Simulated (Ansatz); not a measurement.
We consider hcp Lu, described by PBEsol in Ansatz (PAW).

Run with plane-wave cutoff 520 eV, 18×18×10 k mesh (along the axes of the cell as run), Fermi–Dirac smearing 0.05 eV, scalar-relativistic PAW data made under PBE.

Equation-of-state points:

```csv
V (Å³/atom),E − E_lowest (meV/atom)
26.385,7.31
26.935,1.77
27.485,0.00
28.035,1.68
28.584,6.51
```

Task: Fit the third-order Birch–Murnaghan equation and give B0 and B′.

Result: V0 = 27.484 Å³/atom, B0 = 50.2 GPa, B′ = 3.4 (fit to the energies at full precision).

Shape and atoms are relaxed at each volume.

Measured, for comparison: bulk modulus 47.6 GPa (room temperature, not corrected to a static lattice; as tabulated in Wikipedia's data pages); equilibrium volume per atom 29.52 Å³/atom (room temperature, not corrected to a static lattice; as tabulated in Söderlind et al. (2014), doi:10.1088/0953-8984/26/41/416001). Computed (rounded) less measured: bulk modulus +5 %, equilibrium volume per atom -6.9 %. A static lattice is as a rule a little smaller and stiffer than an uncorrected measurement, which narrows the difference in the bulk modulus and would widen misses of the other sign.

Note: the bulk modulus comes from volumes at which shape and atoms were relaxed.

Spin–orbit coupling is not included.

The computed numbers hold no vibrational or temperature effects.

It cost roughly 5 core-minutes of CPU time.

Ansatz is an electronic-structure program.
